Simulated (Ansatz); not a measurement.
Input for Ansatz (development build ahead of 0.2.0):

```yaml
crystal:
  periodic: [false, false, false]
  atoms:
    - { symbol: C, position_ang: [-0.00063, 0.00039, -0.7594] }
    - { symbol: C, position_ang: [0.00134, -0.00036, 0.75943] }
    - { symbol: H, position_ang: [-0.00154, -1.02402, -1.16527] }
    - { symbol: H, position_ang: [-0.88519, 0.51251, -1.16375] }
    - { symbol: H, position_ang: [0.88768, 0.51148, -1.16551] }
    - { symbol: H, position_ang: [-0.00173, 1.02389, 1.16406] }
    - { symbol: H, position_ang: [-0.88618, -0.51304, 1.1652] }
    - { symbol: H, position_ang: [0.88625, -0.51084, 1.16524] }
basis:
  gaussian: { orbitals: def2-TZVP }
hamiltonian:
  xc: hf
correlation:
  method: mp2
  frozen_orbitals: { C: 1, H: 0 }
```

The input is written out in the form of the current development build from the run's settings.

Output:

| Item | Value |
| --- | --- |
| Converged | yes |
| Reference energy | -79.25898 hartree |
| Correlation energy | -0.35333 hartree |
| Total energy | -79.61231 hartree |
| Spin squared of the determinant | 0.000 |
